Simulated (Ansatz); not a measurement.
**triplet BH: levels of theory compared**

We compute a comparison of 6 runs (UHF/STO-3G, UHF/def2-TZVPPD, UB3LYP/6-31G*, UB3LYP/def2-TZVPPD, UCCSDT/def2-TZVPPD, UCCSD/def2-TZVPPD) of triplet BH. 

Program for the calculation: Ansatz 0.2.0.

36 further runs of the same task are left out: 36 set aside as unsound or not needed.

### Step 1. The molecule

BH: 2 atoms, total charge 0, spin state triplet. As SMILES of the parent species, `[BH]`. The bond length is the one measured for the parent species. That shape belongs to the parent species and isn't relaxed for this state.

Bond lengths: B1–H2 1.232 Å.

### Step 2. The energy at UHF/STO-3G (run 1)

Contents of job.yaml:

```yaml
crystal:
  periodic: [false, false, false]
  atoms:
    - {symbol: B, position_ang: [0.000000, 0.000000, 0.000000]}
    - {symbol: H, position_ang: [0.000000, 0.000000, 1.232400]}
basis:
  gaussian: {orbitals: STO-3G}
magnetization: {spin_polarized: true, initial_magnetization: 2}
hamiltonian: {xc: hf}
accuracy: high
output: {orbitals: {seedname: orbitals}}
```

On the command line:

```
$ ansatz run job.yaml --threads 1 --pin off --max-ram 3480MiB --events-out events.jsonl --progress --plain --runs-dir runs
```

The log of the run:

```text
Warning: RAYON_NUM_THREADS=1 ignored (pool sized by the plan → 1); use --threads N
Functional definition: HF
  name "HF"
  exchange = exact_x
  correlation = 0
77 factors; integrals over basis functions are off by at most 5.4e-9 eV
mean field evaluation 1: about -672.3814 eV, gradient 6.3e0 eV
mean field evaluation 2: about -672.3863 eV, gradient 6.3e0 eV
mean field evaluation 4: about -673.3918 eV, gradient 1.2e0 eV
mean field evaluation 8: about -673.4262 eV, gradient 7.7e-3 eV
mean field evaluation 16: about -673.0778 eV, gradient 3.6e0 eV
mean field -673.42617892 eV, -24.7479556108 hartree, gradient 1.3e-8 eV, S^2 2.000398; 0 other end points of the search recorded, 0 dependent functions left out
reference -673.42617892 eV, -24.7479556108 hartree; 4, 2 occupied and 2, 4 virtual orbitals, 77 factors
Total energy: -673.42617892 eV, -24.7479556108 hartree
```

It took 0.04 s on 1 thread of Arm Neoverse V2, shared host.

### Step 3. A single-point energy at UHF/def2-TZVPPD (run 2)

Contents of job.yaml:

```yaml
crystal:
  periodic: [false, false, false]
  atoms:
    - symbol: B
      position_ang: [0.000000, 0.000000, 0.000000]
    - symbol: H
      position_ang: [0.000000, 0.000000, 1.232400]
basis:
  gaussian: {orbitals: def2-TZVPPD.json}
output: {orbitals: {seedname: orbitals}}
accuracy: high
hamiltonian: {xc: hf}
magnetization: {spin_polarized: true, initial_magnetization: 2}
```

The basis set def2-TZVPPD is read from a file made from the Basis Set Exchange's data (not shown).

On the command line:

```
$ ansatz run job.yaml --threads 1 --pin off --max-ram 3480MiB --events-out events.jsonl --progress --plain --runs-dir runs
```

The log of the run:

```text
Warning: RAYON_NUM_THREADS=1 ignored (pool sized by the plan → 1); use --threads N
[... 4 set-up lines as earlier in the session ...]
691 factors; integrals over basis functions are off by at most 3.4e-9 eV
mean field evaluation 1: about -682.4223 eV, gradient 7.0e0 eV
mean field evaluation 2: about -682.4229 eV, gradient 7.0e0 eV
mean field evaluation 4: about -683.3859 eV, gradient 1.3e0 eV
mean field evaluation 8: about -683.4414 eV, gradient 1.7e-3 eV
mean field evaluation 16: about -683.1412 eV, gradient 3.3e0 eV
mean field -683.44139811 eV, -25.1160081272 hartree, gradient 1.4e-8 eV, S^2 2.002784; 0 other end points of the search recorded, 0 dependent functions left out
reference -683.44139811 eV, -25.1160081272 hartree; 4, 2 occupied and 50, 52 virtual orbitals, 691 factors
Total energy: -683.44139811 eV, -25.1160081272 hartree
```

Wall time 0.26 s (1 thread of Arm Neoverse V2, shared host).

Runs 3 to 4 aren't shown in full; the table further down has their settings and results.

### Step 4. A single-point energy at UCCSDT/def2-TZVPPD (run 5)

Contents of in.yaml:

```yaml
crystal:
  periodic: [false, false, false]
  atoms:
    - {symbol: B, position_ang: [0.000000, 0.000000, 0.000000]}
    - {symbol: H, position_ang: [0.000000, 0.000000, 1.232400]}
basis:
  gaussian: {orbitals: def2-TZVPPD.json}
total_charge: 0
magnetization: {spin_polarized: true, initial_magnetization: 2}
correlation: {method: ccsdt, frozen_orbitals: {B: 1, H: 0}}
accuracy: high
scf: {omitted_lower_state_checks: [cluster_reference, increment]}
```

The basis set def2-TZVPPD is read from a file made from the Basis Set Exchange's data (not shown).

On the command line:

```
$ ansatz run in.yaml --threads 1 --pin off --max-ram 3480MiB --events-out events.jsonl --progress --plain --runs-dir runs
```

The log of the run:

```text
Warning: RAYON_NUM_THREADS=1 ignored (pool sized by the plan → 1); use --threads N
[... 12 lines left out ...]
1 core orbitals not correlated: weight in the atoms' cores, before any rotation towards them, 1.000 or more for the frozen orbitals, at most 0.000 for the correlated occupied ones
[... 23 lines left out ...]
Total energy: -685.25498605 eV, -25.1826562548 hartree
Checks for a lower state left out: cluster_reference, increment
```

Run time: 9.6 s. Hardware: 1 thread of Arm Neoverse V2, shared host; peak memory 0.28 GiB.

### Step 5. The energy at UCCSD/def2-TZVPPD (run 6)

Contents of input.yaml:

```yaml
crystal:
  periodic: [false, false, false]
  atoms:
    - {symbol: B, position_ang: [0.000000, 0.000000, 0.000000]}
    - {symbol: H, position_ang: [0.000000, 0.000000, 1.232400]}
basis:
  gaussian:
    orbitals: def2-TZVPPD.json
magnetization:
  spin_polarized: true
  initial_magnetization: 2
correlation:
  method: ccsd
  frozen_orbitals: {B: 1, H: 0}
accuracy: high
scf:
  omitted_lower_state_checks: [cluster_reference, increment]
```

The basis set def2-TZVPPD is read from a file made from the Basis Set Exchange's data (not shown).

On the command line:

```
$ ansatz run input.yaml --threads 1 --pin off --max-ram 3480MiB --events-out events.jsonl --progress --plain --runs-dir runs
```

The log of the run:

```text
Warning: RAYON_NUM_THREADS=1 ignored (pool sized by the plan → 1); use --threads N
[... 12 lines left out ...]
1 core orbitals not correlated: weight in the atoms' cores, before any rotation towards them, 1.000 or more for the frozen orbitals, at most 0.000 for the correlated occupied ones
[... 23 lines left out ...]
Total energy: -685.20352464 eV, -25.1807650828 hartree
Checks for a lower state left out: cluster_reference, increment
```

Run time: 0.99 s. Hardware: 1 thread of Arm Neoverse V2, shared host; peak memory 0.21 GiB.

### Step 6. The series

```
run                                level  Cartesian functions  frozen core orbitals  energy (Eh)  HOMO energy (eV)  LUMO energy (eV)   ⟨S²⟩  wall time
  1                           UHF/STO-3G                   no                     –   -24.747956             -6.63              6.75  2.000     0.04 s
  2                      UHF/def2-TZVPPD                   no                     –   -25.116008             -8.83              0.75  2.003     0.26 s
  3  UB3LYP/6-31G* (Cartesian functions)                  yes                     –   -25.246407             -4.83             -2.89  2.001     0.44 s
  4                   UB3LYP/def2-TZVPPD                   no                     –   -25.257681             -5.22             -3.46  2.002      1.1 s
  5                   UCCSDT/def2-TZVPPD                   no                     1   -25.182656                 –                 –  2.003      9.6 s
  6                    UCCSD/def2-TZVPPD                   no                     1   -25.180765                 –                 –  2.003     0.99 s
```

### Step 7. Results

```
                                         quantity         value
                              run 6: total energy  -25.18077 Eh
run 6: correlation energy (1 core orbital frozen)     -64.8 mEh
         run 6: ⟨S²⟩ of the reference determinant         2.003
                             run 6: T1 diagnostic         0.020
```

What this shows: Below the UHF energy at the same shape and in the same basis (def2-TZVPPD): UCCSDT -66.6 mEh; UCCSD -64.8 mEh. In run 1 the basis is minimal, so the values are rough. All runs together took 12 s, the longest 9.6 s.
